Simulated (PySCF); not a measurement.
Work out the structure from these simulated measurements.

Formula: CHClO.

| Property | Result |
| --- | --- |
| 1H NMR | chemical shifts (computed TMS as zero) by class: 9.70 (1 H) ppm [GIAO KT3/pcSseg-2] |
| UV, strongest line | among the 10 lowest singlet transitions: S7 at 8.80 eV (141 nm, f = 0.226) [TDDFT B3LYP/def2-SVPD] |
| Valence photoelectron | vertical ionisation energy: 11.73 eV [ΔSCF B3LYP/def2-SVPD] |
| 13C NMR | chemical shifts (computed TMS as zero) by class: 163.4 (1 C) ppm [GIAO KT3/pcSseg-2] |
| UV, first state | lowest singlet excitation: 5.03 eV (246 nm, f = 0.000) [TDDFT B3LYP/def2-SVPD] |
| XPS | Cl2p3/2 206.9, C1s 295.8, O1s 539.6, Cl1s 2829.5 eV [ΔSCF SCAN, pcX-2 on the ionised atom, pcseg-1 elsewhere, spin-free X2C, 2p3/2 from a spin–orbit splitting computed afterwards within the 2p shell] |
| Rotational structure | rotational constants A, B, C: 79.163, 6.136, 5.694 GHz [PBE0-D3(BJ)/def2-SVP] |
| Triplet | lowest triplet excitation (Tamm–Dancoff): 4.47 eV [TDA B3LYP/def2-SVPD] |
| Dipole | 1.86 D [B3LYP/def2-SVPD] |

Electronic properties: PySCF, gas phase, density fitting. Levels stand in brackets. Geometry: PBE0-D3(BJ)/def2-SVP; no solvent, vibrations or thermal averaging. NMR values are class means; diastereotopic atoms form classes of their own.

Q: What is the compound? Reason from the data.

A: Numbering: `[O:1]=[CH:2][Cl:3]`. Its formula, CHClO, gives 1 degree of unsaturation: 0 rings and 1 π bond in the structure found. The one carbon: acyl halide carbon [C2] (163.4 ppm). The one hydrogen (9.70 ppm): formyl hydrogen. The core levels belong to: Cl2p3/2 206.9 eV, chlorine bonded to C [Cl3]; C1s 295.8 eV, acyl halide carbon [C2]; O1s 539.6 eV, carbonyl oxygen [O1]; Cl1s 2829.5 eV, chlorine bonded to C [Cl3]. S1 is mainly HOMO→LUMO (weight 0.99); the largest Löwdin shares of the orbital it empties are 0.59 on the carbonyl oxygen, 0.22 on the chlorine bonded to C, 0.12 on the acyl halide carbon and 0.07 on the formyl hydrogen, of the orbital it fills 0.45 on the acyl halide carbon, 0.34 on the carbonyl oxygen, 0.14 on the chlorine bonded to C and 0.06 on the formyl hydrogen. The optimised geometry has point group Cs and is an asymmetric top. Structure: `O=CCl` (formyl chloride). The assignments are read from this structure; whether some other isomer fits the data as well wasn't checked.
